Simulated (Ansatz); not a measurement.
Cartesian coordinates in Å:
```
C -0.3513 -0.1091 -1.8977
C 0.0767 0.3821 -0.5442
C 0.6859 1.7515 -0.4450
C -0.0793 -0.3810 0.5446
C 0.3507 0.1094 1.8977
C -0.6861 -1.7514 0.4451
H -0.1676 0.6359 -2.6726
H -1.4186 -0.3549 -1.9220
H 0.1813 -1.0225 -2.1852
H 1.6982 1.7166 -0.0276
H 0.1047 2.4079 0.2120
H 0.7490 2.2353 -1.4203
H 1.4227 0.3341 1.9265
H -0.1650 1.0346 2.1772
H 0.1486 -0.6276 2.6757
H -0.7575 -2.2316 1.4216
H -0.0980 -2.4097 -0.2039
H -1.6944 -1.7194 0.0181
```

Charge 0, multiplicity 1.

Task: List the PBE/def2-TZVPP orbital energies in eV (Ansatz 0.2.0). (Estimate.)

Result: Computed: Occupied: -268.63, -268.61, -268.54, -268.54, -268.54, -268.54, -20.28, -18.24, -17.32, -16.48, -15.09, -11.85, -11.24, -10.69, -10.63, -9.62, -9.57, -9.48, -9.02, -8.72, -8.70, -8.19, -7.64, -5.09. Lowest empty: -0.26, 0.33, 1.20, 1.45, 1.61, 1.94, 2.29, 2.54.
